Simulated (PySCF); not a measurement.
PySCF input (BP86/6-31G* (5d)):

```python
from pyscf import gto, dft

mol = gto.M(
    atom='''
    O     1.13995611   -0.25449883    0.02054648
    O     0.00546174    0.47936869    0.02574851
    O    -1.14541786   -0.22486987   -0.04629499
    ''',
    basis='6-31g*',
    charge=-1,
    spin=1,
    verbose=4,
)

mf = dft.UKS(mol, xc='bp86')
mf.grids.level = 3
mf.conv_tol = 1e-9
mf.max_cycle = 100
mf.max_memory = 1500
mf.kernel()
if not mf.converged:
    mf = mf.newton()
    mf.kernel(mf.make_rdm1())
mo, _, stable, _ = mf.stability(return_status=True)
if not stable:
    mf.kernel(mf.make_rdm1(mo, mf.mo_occ))
    stable = mf.stability(return_status=True)[2]
mf.dip_moment()
```

Output:

```
PySCF version 2.14.0

[INPUT] verbose = 4
[INPUT] num. atoms = 3
[INPUT] num. electrons = 25
[INPUT] charge = -1
[INPUT] spin (= nelec alpha-beta = 2S) = 1
[INPUT] symmetry False subgroup None
[INPUT] Mole.unit = angstrom
[INPUT] Symbol           X                Y                Z      unit          X                Y                Z       unit  Magmom
[INPUT]  1 O      1.139956110000  -0.254498830000   0.020546480000 AA    2.154204841925  -0.480933087722   0.038827220024 Bohr   0.0
[INPUT]  2 O      0.005461740000   0.479368690000   0.025748510000 AA    0.010321192764   0.905875536792   0.048657632016 Bohr   0.0
[INPUT]  3 O     -1.145417860000  -0.224869870000  -0.046294990000 AA   -2.164526053585  -0.424942467967  -0.087484852039 Bohr   0.0

nuclear repulsion = 64.9419050603844
number of shells = 18
number of NR pGTOs = 81
number of NR cGTOs = 42
basis = 6-31g*
ecp = {}

******** <class 'pyscf.dft.uks.UKS'> ********
method = UKS
initial guess = minao
damping factor = 0
level_shift factor = 0
DIIS = <class 'pyscf.scf.diis.CDIIS'>
diis_start_cycle = 1
diis_space = 8
diis_damp = 0
SCF conv_tol = 1e-09
SCF conv_tol_grad = None
SCF max_cycles = 100
direct_scf = True
direct_scf_tol = 1e-13
number electrons alpha = 13  beta = 12
XC library pyscf.dft.libxc version 7.1.2
    S. Lehtola, C. Steigemann, M. J. T. Oliveira, and M. A. L. Marques,  SoftwareX 7, 1–5 (2018)
XC functionals = bp86
    A. D. Becke,  Phys. Rev. A 38, 3098 (1988)
    J. P. Perdew,  Phys. Rev. B 33, 8822 (1986)
    J. P. Perdew,  Phys. Rev. B 34, 7406–7406 (1986)
radial grids:
    Treutler-Ahlrichs [JCP 102, 346 (1995); DOI:10.1063/1.469408] (M4) radial grids

becke partition: Becke, JCP 88, 2547 (1988); DOI:10.1063/1.454033
pruning grids: <function nwchem_prune>
grids dens level: 3
symmetrized grids: False
atomic radii adjust function: <function treutler_atomic_radii_adjust>
small_rho_cutoff = 0
Set gradient conv threshold to 3.16228e-05
tot grids = 42248
init E= -225.696156381535
  alpha nocc = 13  HOMO = -0.239276352642926  LUMO = -0.0350733427578587
  beta  nocc = 12  HOMO = -0.329840753480013  LUMO = -0.239276352642925

WARN: HOMO -0.239276352642926 >= LUMO -0.239276352642925

cycle= 1 E= -225.354362963521  delta_E= 0.342  |g|= 0.612  |ddm|= 1.54
  alpha nocc = 13  HOMO = 0.212511591625704  LUMO = 0.399878905547665
  beta  nocc = 12  HOMO = 0.21582955481709  LUMO = 0.246404965720316
  HOMO = 0.215829554817  LUMO = 0.24640496572  gap/eV = 0.83200
cycle= 2 E= -224.905865910252  delta_E= 0.448  |g|= 1.26  |ddm|= 1.09
  alpha nocc = 13  HOMO = 0.162656420130487  LUMO = 0.373214138903286
  beta  nocc = 12  HOMO = 0.109298074136421  LUMO = 0.205173227937384
  HOMO = 0.16265642013  LUMO = 0.205173227937  gap/eV = 1.15694
cycle= 3 E= -225.463550893618  delta_E= -0.558  |g|= 0.259  |ddm|= 0.84
  alpha nocc = 13  HOMO = 0.116184507822886  LUMO = 0.323984793087854
  beta  nocc = 12  HOMO = 0.0756420730994024  LUMO = 0.159328390451044
  HOMO = 0.116184507823  LUMO = 0.159328390451  gap/eV = 1.17400
cycle= 4 E= -225.488669315031  delta_E= -0.0251  |g|= 0.0286  |ddm|= 0.185
  alpha nocc = 13  HOMO = 0.121968912475312  LUMO = 0.332406191051396
  beta  nocc = 12  HOMO = 0.0809617390805891  LUMO = 0.165805934386734
  HOMO = 0.121968912475  LUMO = 0.165805934387  gap/eV = 1.19287
cycle= 5 E= -225.488979812493  delta_E= -0.00031  |g|= 0.00637  |ddm|= 0.0238
  alpha nocc = 13  HOMO = 0.121318925553004  LUMO = 0.331261004798146
  beta  nocc = 12  HOMO = 0.0802183314673106  LUMO = 0.165290469627469
  HOMO = 0.121318925553  LUMO = 0.165290469627  gap/eV = 1.19653
cycle= 6 E= -225.488995438265  delta_E= -1.56e-05  |g|= 0.00123  |ddm|= 0.005
  alpha nocc = 13  HOMO = 0.121314973802533  LUMO = 0.331279130057156
  beta  nocc = 12  HOMO = 0.080257722051469  LUMO = 0.165322671755334
  HOMO = 0.121314973803  LUMO = 0.165322671755  gap/eV = 1.19751
cycle= 7 E= -225.488990890798  delta_E= 4.55e-06  |g|= 0.00343  |ddm|= 0.00377
  alpha nocc = 13  HOMO = 0.121313555553785  LUMO = 0.33129216759699
  beta  nocc = 12  HOMO = 0.0802578909600166  LUMO = 0.165340201079225
  HOMO = 0.121313555554  LUMO = 0.165340201079  gap/eV = 1.19803
cycle= 8 E= -225.488996123394  delta_E= -5.23e-06  |g|= 0.000147  |ddm|= 0.00291
  alpha nocc = 13  HOMO = 0.121312575999954  LUMO = 0.331297904048538
  beta  nocc = 12  HOMO = 0.0802575086165975  LUMO = 0.165346876634508
  HOMO = 0.121312576  LUMO = 0.165346876635  gap/eV = 1.19823
cycle= 9 E= -225.488996133572  delta_E= -1.02e-08  |g|= 2.17e-05  |ddm|= 0.000153
  alpha nocc = 13  HOMO = 0.121312839644717  LUMO = 0.331300402288508
  beta  nocc = 12  HOMO = 0.0802584935584678  LUMO = 0.16534792722691
  HOMO = 0.121312839645  LUMO = 0.165347927227  gap/eV = 1.19826
cycle= 10 E= -225.488996133864  delta_E= -2.92e-10  |g|= 4.54e-06  |ddm|= 2.81e-05
  alpha nocc = 13  HOMO = 0.121313068779069  LUMO = 0.33130013040718
  beta  nocc = 12  HOMO = 0.0802589723656886  LUMO = 0.16534796838134
  HOMO = 0.121313068779  LUMO = 0.165347968381  gap/eV = 1.19825
Extra cycle  E= -225.488996133878  delta_E= -1.36e-11  |g|= 3.11e-06  |ddm|= 7.02e-06
converged SCF energy = -225.488996133878  <S^2> = 0.75105719  2S+1 = 2.0010569
uhf_internal: lowest eigs of H = [0.29595905 0.38786318 0.39563677]
<class 'pyscf.dft.uks.UKS'> wavefunction is stable in the internal stability analysis

WARN: System has nonzero charge -1; the dipole moment is origin-dependent.
Location of origin: [0. 0. 0.]

Dipole moment(X, Y, Z, Debye):  0.01031,  0.90389,  0.04855
```

The dipole moment of an ion depends on the origin.
